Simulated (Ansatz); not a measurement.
# C₂HO− (SMILES [C-]1=CO1): a rigid scan of the angle H4–C1–C2

How does the energy rise as the angle H4–C1–C2 leaves its equilibrium value, and do density functionals follow CCSD(T)? No other atom is relaxed.

Method: single points in def2-TZVPPD; program: Ansatz 0.2.0, Gaussian basis.

Levels: PBE-D4, r2SCAN-D4, PBE0-D4, B3LYP-D4, wB97M-V, Hartree-Fock, MP2, CCSD, CCSD(T). The scan takes 115.3, 121.3, 127.3, 133.3, 139.3, 145.3, 151.3, 157.3, 163.3°.

Cores are frozen in the correlated methods. B3LYP uses VWN-RPA correlation.

27 further runs of the same task are left out: 27 set aside as unsound or not needed.

### Step 1. The system as given

SMILES `[C-]1=CO1`, 4 atoms, charge -1, spin multiplicity 1.

Atoms are counted from 1 here; the program's logs count them from 0.

Bond lengths: C1–C2 1.298 Å, C2–O3 1.395 Å, C2–H4 1.093 Å. Angles: C1–C2–O3 80.3°, C1–C2–H4 155.6°, O3–C2–H4 124.2°.

Coordinates:

```xyz
4

C    -0.5575   -1.0426    0.0938
C     0.2455   -0.0226    0.1033
O    -0.8658    0.5575   -0.5085
H     1.1778    0.5077    0.3114
```

### Step 2. Relaxation at PBE0-D4

File relax/in.yaml:

```yaml
crystal:
  periodic: [false, false, false]
  atoms:
    - {symbol: C, position_ang: [-0.557520, -1.042580, 0.093760]}
    - {symbol: C, position_ang: [0.245530, -0.022640, 0.103340]}
    - {symbol: O, position_ang: [-0.865830, 0.557490, -0.508540]}
    - {symbol: H, position_ang: [1.177810, 0.507740, 0.311440]}
basis:
  gaussian: {orbitals: def2-TZVPD}
total_charge: -1
hamiltonian: {xc: pbe0, dispersion: d4}
relax: {f_tol: 0.005, max_steps: 200}
```

No record of the launch command was kept for these runs.

Further steps of the session: The minimum at every level; H4–C1–C2 = 115.3°; H4–C1–C2 = 121.3°; H4–C1–C2 = 127.3°; H4–C1–C2 = 133.3°; H4–C1–C2 = 139.3°; H4–C1–C2 = 145.3°; H4–C1–C2 = 151.3°; H4–C1–C2 = 157.3°; H4–C1–C2 = 163.3°.

What does the calculation give? Wanted: highest point, CCSD(T); lowest point, CCSD(T); minimum along the scan, CCSD(T); RMS deviation from CCSD(T); largest T1 diagnostic.

The runs gave:

```
                       quantity                                                                                                            value
         highest point, CCSD(T)                                                                                          2.4 kcal/mol at 115.3 °
          lowest point, CCSD(T)                                                                                          0.0 kcal/mol at 139.3 °
minimum along the scan, CCSD(T)                                                                                                          137.7 °
                curvature there                                                                                                    0.32 meV/deg²
     RMS deviation from CCSD(T)  PBE-D4 0.0, r2SCAN-D4 0.2, PBE0-D4 0.2, B3LYP-D4 0.1, wB97M-V 0.2, Hartree-Fock 0.3, MP2 0.4, CCSD 0.1 kcal/mol
          largest T1 diagnostic                                                                                                            0.020
```

**Reading.** A polynomial through the near points puts the CCSD(T) minimum 1.6° below the PBE0-D4 value. Curvature against CCSD(T): PBE-D4 -3 %, Hartree-Fock -35 %. Best along the scan: PBE-D4. Worst: MP2.
